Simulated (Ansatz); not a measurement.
# C2H3N, singlet in cc-pVDZ: errors against RCCSDT(Q)

Geometry: MP2(full)/6-31G*, from the G2/97 set.

```xyz
6

C     0.0000    0.0000   -1.3002
C     0.0000    0.0000    0.1606
N     0.0000    0.0000    1.3389
H     0.0000    1.0250   -1.6756
H     0.8877   -0.5125   -1.6756
H    -0.8877   -0.5125   -1.6756
```

Basis cc-pVDZ; Ansatz 0.2.0. Only valence electrons are correlated (noble-gas cores frozen), which leaves 16 electrons in 54 orbitals. Prefix R: restricted or restricted open-shell reference. Active spaces: frontier = (8e, 8o) about the gap.

Full CI isn't at hand for all of this; RCCSDT(Q) serves as the reference, and is uncertain by about the last step of the cluster series.

The UHF ⟨S²⟩ is 0.000 and the T1 diagnostic (RCCSD) is 0.0124. The largest doubles amplitude (RCCSD) is 0.065.

```
                    level  E − E(RCCSDT(Q)) (meV)  share of correlation (%)   wall time
                      RHF                   12729                      0.00           –
                     RMP2                    1083                     91.49           –
                     CISD                    1893                     85.13       2.8 s
                    RCCSD                     525                     95.87           –
                 RCCSD(T)                      59                     99.53      0.76 s
                  BCCD(T)                      59                     99.54      0.94 s
                   RCCSDT                      50                     99.61           –
  CASSCF (frontier space)                    8961                     29.60           –
  NEVPT2 (frontier space)                    1649                     87.05       7.5 s
  MRCISD (frontier space)                     904                     92.89           –
MRCISD+Q (frontier space)                     106                     99.17  8 s (H100)
```

The correlation energy at RCCSDT(Q), counted from RHF, is -12.729 eV. That run took 2.5 s on 2 threads of AMD EPYC 7R13 with a shared H100 80 GB, shared host.

Times hold each run's SCF and search for its determinant on a shared host, so for small cases they say little of a method's own cost; rows without a card ran on 1 thread of AMD EPYC 7R13.

Atomization energy (electronic, same basis, no zero-point term; atoms at the same level, unrestricted beside the R rows where the molecule is a closed shell, with restricted open-shell steps beyond CCSDT(Q)) at RCCSDT(Q): 2373.8 kJ/mol. Errors of other levels:

```
   level  error (kJ/mol)
     RHF          -608.9
    RMP2            57.3
    CISD          -169.5
   RCCSD           -42.0
RCCSD(T)            -3.6
 BCCD(T)            -3.2
  RCCSDT            -4.6
```

This basis is far from its limit, so the value isn't to be set against a measured one. Truncated CI isn't size-consistent, which counts against it in atomization.
